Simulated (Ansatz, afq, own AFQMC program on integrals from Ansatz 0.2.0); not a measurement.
AFQMC on a folder of integrals that Ansatz 0.2.0 wrote.

```yaml
crystal:
  periodic: [false, false, false]
  atoms:
    - {symbol: Ta, position_ang: [0.000000, 0.000000, 0.165033]}
    - {symbol: N, position_ang: [0.000000, 0.000000, -1.790471]}
    - {symbol: H, position_ang: [0.000000, 0.829804, -2.373021]}
    - {symbol: H, position_ang: [0.000000, -0.829804, -2.373021]}
basis:
  gaussian: {orbitals: def2-SVP}
magnetization: {spin_polarized: true, initial_magnetization: 6}
correlation: {method: ccsd_t, electrons: outside_noble_gas, hamiltonian_folder: ham}
```

```sh
$ ansatz run in.yaml --threads 1 --pin off --events-out ev --progress --plain --max-ram 15360MiB --backend cuda --devices 0, --max-vram 18GiB
```

afq runs on the folder ham with

```
--method phaseless --trial hf --walkers 4000 --populations 20 --least-time 40 --time-step 0.005 --steps-per-block 20 --equilibration-blocks 160 --max-blocks 4000 --target-error 0.001050 --factor-cut 1e-05 --start spin_pure --seed 8220 --taylor-order 6
```

Times are imaginary, in 1/Eh. The walk had a cap of 67 s. With eight or more populations the least sampling time is a fifth of least-time, and the error comes from their spread. Core potentials past Kr, no spin–orbit coupling.

Output of the walk:

```
orbitals 51  electrons 9 3  factors 426 of 565
reference energy -111.75797297 Eh
CCSD correlation -0.22256937 Eh in 14 cycles, weight of the determinant in the CISD state 0.9042
energy of the start -111.758099 Eh
 block  time / (1/Eh)  mean weight  energy / Eh
     1     0.100  1.0014  -111.815277
     2     0.200  1.0014  -111.855540
     3     0.300  1.0019  -111.885360
     4     0.400  1.0016  -111.907925
     5     0.500  1.0013  -111.923844
     7     0.700  1.0007  -111.944576
     9     0.900  1.0007  -111.955554
    13     1.300  1.0001  -111.970653
    25     2.500  1.0002  -111.982274
    37     3.700  1.0002  -111.979874
    49     4.900  1.0000  -111.986957
    61     6.100  1.0001  -111.986683
    73     7.300  1.0003  -111.991144
    85     8.500  1.0000  -111.988502
    97     9.700  1.0005  -111.982823
   109    10.900  1.0003  -111.982515
   121    12.100  0.9999  -111.980813
   133    13.300  0.9997  -111.984327
   145    14.500  1.0000  -111.985559
   157    15.700  0.9999  -111.985924
   169    16.900  1.0000  -111.980829
   181    18.100  0.9996  -111.984289
   193    19.300  0.9998  -111.976780
   205    20.500  1.0001  -111.982109
   217    21.700  1.0001  -111.985729
   229    22.900  1.0001  -111.978931
   241    24.100  1.0002  -111.978898
   253    25.300  0.9998  -111.981845
   259    25.900  1.0002  -111.976583
   265    26.500  1.0001  -111.978455
error from the spread of 20 populations
energy -111.980952 +/- 0.001022 Eh
(rows thinned)
```

The run passed its tests (sampling time, drift between the halves within three errors, error under three times the target), which doesn't prove that it has relaxed.

Against this walk (error 27.8 meV) on the same determinant: CCSD(T) 118.1 meV lower, CCSDT(Q) 145.4 meV lower, a separate phaseless walk with a CISD trial and standard settings 118.8 ± 28.0 meV lower. The error is statistical and leaves out the bias of the constraint. None of these is a sure reference here.

Cautions: constraint bias not in the error; no spin-orbit coupling; outer-core shells of the metal frozen; another spin lies lower; CCSDT(Q) on the ROHF determinant differs (104 meV higher), by its state or its frozen core.

The walk took 65 s on 1 × NVIDIA H100 80GB HBM3 with 2 threads of AMD EPYC 7R13 Processor (Zen 3), on a shared host (the card was shared). The log's last line is the phaseless energy.

CCSDT and higher add their correlation energy to the determinant of the CCSD(T) run, since their own runs factorise the integrals more tightly (a shift of under 2 meV). A walk keeps the symmetry of its determinant, which the program's search chose and which needn't be the lowest solution, so a lower state of the same spin and another symmetry isn't excluded.
